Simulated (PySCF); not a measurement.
Computed spin Hamiltonian

Compound: C3H5F2 (doublet state).
Z-matrix (Å and degrees, GFN2-xTB geometry), rows numbered from 1:
```
C 
C   1  1.4696
C   2  1.4704  1  122.27
F   3  1.3821  2  111.98  1   -99.34
F   3  1.3618  2  111.67  1   144.09
H   1  1.0878  2  111.61  3   -16.88
H   1  1.0968  2  110.81  3   103.51
H   1  1.0916  2  110.57  3  -139.20
H   2  1.0763  1  120.25  3  -172.90
H   3  1.1017  2  114.00  1    21.37
```

The hyperfine couplings belong to this conformer and change with its torsions.

As a line formula: `C[CH]C(F)F` [radical].

Computed, not measured: UKS B3LYP, pcH-1 on C F H, non-relativistic, mean-field spin-orbit, GIAO (PySCF 2.14.0). Geometry: GFN2-xTB, one conformer, isolated molecule. A GFN2-xTB geometry isn't a minimum of the functional, and hyperfine couplings can be far from their values at a DFT geometry. Stability of the SCF solution: not tested.

| Property | Result |
| --- | --- |
| g1, g2, g3 | 2.00205, 2.00217, 2.00280 |
| g_iso | 2.00234 |
| Form of g | rhombic: the two nearest values differ by 15 % of g3 − g1 |
| ⟨S²⟩ | 0.7536 (exact 0.7500) |
| α and β electrons | 21, 20 |
| Total energy | -316.97669 Eh |

Isotropic coupling and dipolar principal values T1 to T3, in G (MHz turned into gauss with g_iso; 10 G = 1 mT):

```csv
atom,isotope,a_iso,T1,T2,T3,Mulliken spin population
C1,13C,-12.1,-1.1,0.3,0.7,-0.08
C2,13C,32.2,-28.7,-28.4,57.2,0.99
C3,13C,-11.1,-1.1,0.4,0.7,-0.03
F4,19F,81.4,-36.6,-34.5,71.0,0.04
F5,19F,25.9,-19.1,-16.8,36.0,0.02
H6,1H,3.6,-1.6,-1.4,3.1,0.00
H7,1H,55.5,-2.1,-1.1,3.2,0.06
H8,1H,31.6,-1.9,-1.5,3.3,0.03
H9,1H,-21.7,-13.4,-0.7,14.0,-0.04
H10,1H,2.1,-2.4,-1.3,3.6,0.00
```

The Mulliken spin populations are largest on C2 (+0.99), C1 (-0.08) and H7 (+0.06). C2 is the only atom above +0.15. The positive populations add up to 1.15 and the negative ones to -0.15, together 2S = 1. The angles at C2 add up to 359.6°, so it is planar; its axial dipolar tensor and the negative coupling of its proton fit spin in a p orbital normal to that plane.

Axes: g3 points within 10° of the C2–C3 bond.

Under fast tumbling the dipolar parts average out, and these isotropic splittings remain: 2 × 19F (F4/F5, I = 1/2, 3 lines) with 5.36 mT, 3 × 1H (H6/H7/H8, I = 1/2, 4 lines) with 3.02 mT, 1 × 1H (H9, I = 1/2, 2 lines) with 2.17 mT and 1 × 1H (H10, I = 1/2, 2 lines) with 0.21 mT.

Means are taken over nuclei equivalent by connectivity, which assumes that they swap fast. The three 1H nuclei of mean +84.7 MHz run from 10.1 to 155.5 MHz in the frozen geometry. The 19F value of +150.3 MHz is a mean of couplings from 72.5 to 228.2 MHz in this one geometry, not an average over conformers.

The 13C coupling of C2 (90.3 MHz) shows only in satellite lines or after enrichment, since that isotope makes up about 1.07 % of natural carbon.
